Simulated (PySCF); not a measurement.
Gas-phase XPS of `[O-]c1ccco1`, computed

Species: C₄H₃O₂ (charge -1).
Atom-mapped SMILES: `[O-:1][c:2]1[cH:3][cH:4][cH:5][o:6]1`

The calculation used delta-SCF UKS SCAN, pcX-2 on the ionised atom, pcseg-1 elsewhere, spin-free X2C in PySCF. These are vertical core ionisation energies against the vacuum level, from separate self-consistent calculations with and without the core hole.

Q: List the computed XPS lines with their assignment.

A: 
```tsv
atom(s)	environment	level	binding energy (eV)	above the level's lowest (eV)	count
O6	furan-type oxygen	O 1s	533.39	+2.75	1
O1	aryloxide oxygen	O 1s	530.64	0.00	1
C2	aromatic carbon bearing oxygen	C 1s	287.24	+3.14	1
C5	aromatic CH next to a ring oxygen	C 1s	285.61	+1.51	1
C4	aromatic CH carbon	C 1s	285.15	+1.05	1
C3	aromatic CH carbon	C 1s	284.10	0.00	1
```

The listed C 1s values span 3.14 eV, from C3 (bonded to 2 C (aromatic in the SMILES) and H) to C2 (bonded to O (aromatic in the SMILES), O and C (aromatic in the SMILES)). The widest gap between neighbouring values is 1.63 eV, between 285.61 and 287.24 eV. Summing the Pauling electronegativity differences to the bonded atoms, each weighted by its formal bond order, gives -0.35 for the lowest site and +2.23 for the highest; no listed site has a larger sum than the highest.

Lowest listed O 1s: O1, bonded to C. Highest, 2.75 eV above it: O6, bonded to 2 C (aromatic in the SMILES). Summing the Pauling electronegativity differences to the bonded atoms, each weighted by its formal bond order, gives -0.89 for the lowest site and -2.67 for the highest; the largest sum, -0.89, belongs to O1, 2.75 eV below the top. The smallest sum, -2.67, belongs to O6, 2.75 eV above the lowest.

Q: Express the binding energy of O 1s of O1 in atomic units and per mole.

A: 530.64 eV = 19.5007 Eh = 51199 kJ/mol.

Q: Which photon energy gives electrons from O 1s of O1 a kinetic energy of 100 eV, and what is their de Broglie wavelength?

A: hν = 530.64 + 100 = 630.64 eV, recoil neglected; λ = 12.264 Å/√(E/eV) = 1.23 Å.

Spin contamination (⟨S²⟩ against 0.75 for a pure doublet) is marked for C 1s of C2 (0.88) and C 1s of C4 (0.89), which makes these values less certain. The species carries charge -1, so core ionisation leaves a neutral species. The basis sets have no added diffuse functions. Isolated species at its PBE0-D3(BJ)/def2-SVP geometry, gas phase. The geometry's basis has no diffuse functions, a weakness for an anion.
